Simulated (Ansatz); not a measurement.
# FS2: the cost of one run

Computed with Ansatz 0.2.0, Gaussian basis. Level: def2-TZVPP, core rule «outside noble gas», up to 11 orbitals frozen.

To be run: UHF; ROHF; CCSD(T) on UHF.

## Step 1: What is computed

The geometry is a PBE0/def2-TZVP stationary point (not a proven minimum).

3 atoms, charge 0, spin multiplicity 4.

Atoms are counted from 1 here; the program's logs count them from 0.

Bond lengths: F1–S2 1.740 Å, S2–S3 1.950 Å. Angles: F1–S2–S3 180.0°.

## Step 2: UHF

in.yaml

```yaml
crystal:
  periodic: [false, false, false]
  atoms:
    - {symbol: F, position_ang: [0.000000, 0.000000, 1.810100]}
    - {symbol: S, position_ang: [0.000000, 0.000000, 0.070000]}
    - {symbol: S, position_ang: [0.000000, 0.000000, -1.880100]}
basis:
  gaussian: {orbitals: def2-TZVPP}
magnetization: {spin_polarized: true, initial_magnetization: 3}
hamiltonian: {xc: hf}
output: {orbitals: {seedname: orbitals}}
```

On the command line:

```sh
$ ansatz run in.yaml --threads 1 --pin off --events-out ev --progress --plain --max-ram 2816MiB --backend cpu
```

What time and memory should one allow on 1 thread of AMD EPYC 7R13, shared host?

About 6 s, with a peak of 0.37 GiB.
